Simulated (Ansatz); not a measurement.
## PCO, quartet: the ladder up to UCCSDT(Q)

Geometry: that of the PCO, doublet, kept fixed. The doublet lies 3.9 eV lower here.

```yaml
atoms:
  - { symbol: O, position_ang: [0.0000, 0.0000, 1.3231] }
  - { symbol: C, position_ang: [0.0000, 0.0000, 0.1664] }
  - { symbol: P, position_ang: [0.0000, 0.0000, -1.4895] }
```

Basis cc-pVDZ; Ansatz 0.2.0. Correlated methods freeze the noble-gas cores, which leaves 15 electrons in 39 orbitals. R marks a restricted (for open shells ROHF) determinant, U an unrestricted one. Active spaces: valence = (13e, 11o, short of the full valence) chosen from the atoms' valence shells.

Full CI isn't at hand for all of this; UCCSDT(Q) serves as the reference, and is uncertain by about the last step of the cluster series. The frozen core follows each run's orbitals, which can shift R against U totals by a few meV.

For open shells CISD is restricted-active-space CI with the open shells as a complete middle space.

```
UHF ⟨S²⟩                          : 3.814
T1 diagnostic (RCCSD)             : 0.0268
largest doubles amplitude (RCCSD) : 0.068
T1 diagnostic (UCCSD)             : 0.0230
```

| level | E − E(UCCSDT(Q)) (meV) | share of correlation (%) | wall time |
| --- | --- | --- | --- |
| RHF | 11070 | 0.00 | – |
| UHF | 10709 | 3.27 | – |
| RMP2 | 967 | 91.26 | – |
| UMP2 | 1117 | 89.91 | – |
| CISD | 1461 | 86.80 | 20 s |
| RCCSD | 433 | 96.08 | – |
| UCCSD | 420 | 96.20 | – |
| RCCSD(T) | 66 | 99.40 | 4.5 s |
| UCCSD(T) | 69 | 99.38 | 4.2 s |
| BCCD(T) | 68 | 99.39 | 5.5 s |
| RCCSDT | 40 | 99.64 | – |
| UCCSDT | 39 | 99.65 | – |
| RCCSDT(Q) | 4 | 99.96 | 63 s |
| CASSCF (valence space) | 7924 | 28.42 | – |
| NEVPT2 (valence space) | 1401 | 87.34 | 11 s |
| MRCISD (valence space) | 738 | 93.34 | – |
| MRCISD+Q (valence space) | 93 | 99.16 | 19 s |

The correlation energy at UCCSDT(Q), counted from RHF, is -11.070 eV. That run took 52 s on 1 thread of Arm Neoverse V1, shared host.

Times hold each run's SCF and search for its determinant on a shared host, so for small cases they say little of a method's own cost; they ran on 1 thread of Arm Neoverse V1.

Natural occupations of CASSCF (valence space) about the gap: 1.976 1.941 1.022 1.003 1.000 0.059 0.033 0.019; effectively unpaired electrons, Σ n²(2−n)², 3.04.
